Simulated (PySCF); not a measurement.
How methods differ on the ionisation energy of Si

Si [Ne] 3s2 3p2 (3P) → Si⁺ [Ne] 3s2 3p1 (2P), as a difference of total energies. Calculation: PySCF 2.14, in aug-cc-pV(Q+d)Z with one added diffuse shell each of s, p, d, f, g type (8s7p6d4f3g, 114 functions); the non-relativistic Hamiltonian (point nucleus). Correlated levels: valence: [Ne] frozen. The calculations carry no spin-orbit coupling.

```
       method  ionisation energy (eV)
          UHF                   7.637
          LDA                   8.232
          PBE                   8.198
         PBE0                   8.219
       r2SCAN                   8.323
          M06                   7.941
      wB97M-V                   7.933
MP2 (valence)                   8.077
```

Q: Estimate what SCS-MP2 (valence) gives.

A: 7.990 eV, closest to M06 among the rows shown.

Q: Estimate what r2SCANh gives.

A: 8.313 eV, closest to r2SCAN among the rows shown.

Errors of the correlated levels include the incompleteness of this basis and the frozen core.

For comparison: 8.157 eV (measured; NIST levels, between the centres of gravity of the two terms).
